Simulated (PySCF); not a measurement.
**Question.** What does the GFN2-xTB structure of InChI=1S/C3H5F2/c1-2-3(4)5/h2H2,1H3 look like in three dimensions? (Doublet state.)

**Answer.** 
```
atom  x, y, z in Å
C1    -1.092   -0.148    0.180
C2     0.227   -0.251   -0.610
C3     1.363    0.358    0.119
F4     1.370    1.689    0.293
F5     1.787   -0.232    1.247
H6    -1.002   -0.664    1.133
H7    -1.895   -0.604   -0.393
H8    -1.339    0.894    0.367
H9     0.124    0.264   -1.566
H10    0.465   -1.300   -0.792
```

Any rigid rotation of these coordinates is as good. Atoms count from 1 in this order. The 2 C–C bonds span 1.481 Å (C2–C3, drawn single) to 1.541 Å (C1–C2, drawn single), a spread of 0.060 Å. C3 (carbon bonded to C and 2 F) is pyramidal (angles 118.4°, 118.4° and 109.0°, sum 345.8°, 0.31 Å off the plane of its three neighbours).

Bonds between heavy atoms (Å): C1–C2 1.541, C2–C3 1.481, C3–F4 1.342, C3–F5 1.342.

Structure optimised with GFN2-xTB, isolated species. This method treats the open shell by occupation alone, without spin polarisation.

Point group: Cs (tolerance 0.08 Å). Not checked by GFN2-xTB frequencies. Torsions: C1–C2–C3–F4 -68°.

One conformer stands for the species.

These are computed values.
